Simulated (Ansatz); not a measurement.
**BNH (sextet): wave-function methods side by side, cc-pVTZ**

The task here is to estimate one member of a computed series from the others.

The runs use Ansatz 0.2.0, Gaussian basis; cc-pVTZ, core rule «outside noble gas», up to 2 orbitals frozen.

Plan: UHF; CCSD(T) on ROHF; CCSD(T) on UHF; BCCD(T) on ROHF; CCSDT(Q) on ROHF; CCSDT(Q) on UHF; CASSCF and MRCISD+Q, 9 electrons in 9 orbitals; CASSCF and NEVPT2, 9 electrons in 9 orbitals.

5 further runs of the same task are left out: 5 set aside as unsound or not needed.

**The geometry**

The geometry is a PBE0/def2-TZVP stationary point (not a proven minimum) of the parent state, kept for this charge and spin.

3 atoms, charge 0, spin multiplicity 6.

Atoms are counted from 1 here; the program's logs count them from 0.

Bond lengths: B1–N2 1.503 Å, B1–H3 1.206 Å. Angles: N2–B1–H3 117.0°.

As a file:

```xyz
3

B     0.0000   -0.1852    0.7730
N     0.0000    0.0874   -0.7050
H     0.0000    0.7718    1.5065
```

The first run:

Contents of in.yaml:

```yaml
crystal:
  periodic: [false, false, false]
  atoms:
    - {symbol: B, position_ang: [0.000000, -0.185227, 0.772970]}
    - {symbol: N, position_ang: [0.000000, 0.087426, -0.705019]}
    - {symbol: H, position_ang: [0.000000, 0.771807, 1.506451]}
basis:
  gaussian: {orbitals: cc-pVTZ}
magnetization: {spin_polarized: true, initial_magnetization: 5}
hamiltonian: {xc: hf}
output: {orbitals: {seedname: orbitals}}
```

Run with:

```bash
$ ansatz run in.yaml --threads 1 --pin off --events-out ev --progress --plain --max-ram 2816MiB --backend cpu
```

Steps of the session up to this table: UHF; CCSD(T) on ROHF; CCSD(T) on UHF; BCCD(T) on ROHF; CCSDT(Q) on ROHF; CCSDT(Q) on UHF; CASSCF and MRCISD+Q, 9 electrons in 9 orbitals; CASSCF and NEVPT2, 9 electrons in 9 orbitals.

One of the session's tables, all rows but one given; the rest of the session is left out.

| method | from UCCSDT(Q) (kJ/mol) |
| --- | --- |
| ROHF | +539.1 |
| UHF | +528.2 |
| RMP2 | +104.1 |
| UMP2 | +102.5 |
| RCCSD | +21.0 |
| UCCSD | +20.5 |
| RCCSD(T) | +4.4 |
| UCCSD(T) | +4.0 |
| BCCD(T) | +3.9 |
| RCCSDT | +1.0 |
| UCCSDT | +0.6 |
| RCCSDT(Q) | +0.4 |
| UCCSDT(Q) | 0 |
| CASSCF valence | +451.0 |
| NEVPT2 valence | ? |
| MRCISD valence | +37.1 |
| MRCISD+Q valence | +13.2 |

**Question.** Estimate the row for NEVPT2 valence.

As computed: from UCCSDT(Q) (kJ/mol): +100.0. In the column «from UCCSDT(Q) (kJ/mol)» it lies between MRCISD valence (+37.1) and UMP2 (+102.5).

To keep in mind: Restricted and unrestricted rows rest on different reference determinants; where their highest levels disagree by more than a few hundredths of an eV, they describe different states and don't form one ladder.
